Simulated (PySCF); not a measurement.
Worked example: GeH₂⁺, quartet against GeH₂, triplet

Geometry (PBE0/def2-TZVP stationary point of a triplet), kept for both states (GeH2, triplet: B1; GeH2⁺, quartet: A2):

| atom | x (Å) | y (Å) | z (Å) |
| --- | --- | --- | --- |
| Ge | 0.0000 | -0.0208 | 0.0000 |
| H | 0.0000 | 0.7490 | -1.3344 |
| H | 0.0000 | 0.7490 | 1.3344 |

Basis cc-pVDZ; PySCF 2.14.0. Correlated methods freeze the noble-gas cores and the filled d shells of p-block atoms. R marks a restricted (for open shells ROHF) determinant. No spin–orbit coupling is included, and no scalar relativity.

Full CI is exact within this basis and frozen core; it isn't the basis-set limit.

| level | E(GeH2, triplet) (hartree) | E(GeH2⁺, quartet) (hartree) |
| --- | --- | --- |
| RCCSD(T) | -2076.520520 | -2076.069964 |
| PBE | -2077.751874 | -2077.299809 |
| B3LYP | -2078.121648 | -2077.663392 |
| full CI | -2076.521105 | -2076.070536 |

Give the vertical gap, GeH2⁺ quartet less GeH2 triplet, at each level in eV (1 hartree = 27.2114 eV), and each error against full CI.

full CI: (-2076.070536 − (-2076.521105)) × 27.2114 = 12.261 eV (the reference)
B3LYP: (-2077.663392 − (-2078.121648)) × 27.2114 = 12.470 eV, error 0.209 eV
PBE: (-2077.299809 − (-2077.751874)) × 27.2114 = 12.301 eV, error 0.040 eV
RCCSD(T): (-2076.069964 − (-2076.520520)) × 27.2114 = 12.260 eV, error -0.001 eV

Total energies of functionals can't be set beside those of wave-function methods, since they hold the core's correlation and their own absolute errors; only the differences compare.

In so small a basis the reference is far from its limit while semilocal and hybrid functionals are nearer theirs, so the functionals' errors here hold much of the reference's basis and frozen-core error, which can add to them or hide them.

Each level lands on the state that its own search finds. T1 diagnostics of restricted CCSD: 0.018 and 0.023.
